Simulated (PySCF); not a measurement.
CH3NO. Atoms are numbered in the order given.

```xyz
6

N      0.1575    -1.0812     0.0000
C     -0.3856     0.1617     0.0000
O      0.2453     1.1934     0.0000
H      1.1596    -1.1828     0.0000
H     -0.4200    -1.9030     0.0000
H     -1.4910     0.1369     0.0000
```
Charge 0, spin multiplicity 1.

Geometry optimised at B3LYP-D3(BJ)/def2-TZVP. The values are those of a single conformer.

Calculation: KT2/pcSseg-2 in PySCF.

GIAO shieldings, no solvent; atoms alike by connectivity are averaged. δ = σ(ref) − σ: ¹⁵N against NH3 (σ = 261.9 ppm); ¹³C against TMS (σ = 184.2 ppm); ¹⁷O against H2O (σ = 324.0 ppm); ¹H against TMS (σ = 31.47 ppm), references at their B3LYP-D3(BJ)/def2-TZVP geometries, non-relativistic.

| nucleus | atoms | count | δ (ppm) |
|---|---|---|---|
| ¹⁵N | N1 | 1 | 114.9 |
| ¹³C | C2 | 1 | 154.8 |
| ¹⁷O | O3 | 1 | 395.4 |
| ¹H | H6 | 1 | 8.42 |
| ¹H | H4, H5 | 2 | 4.68 |
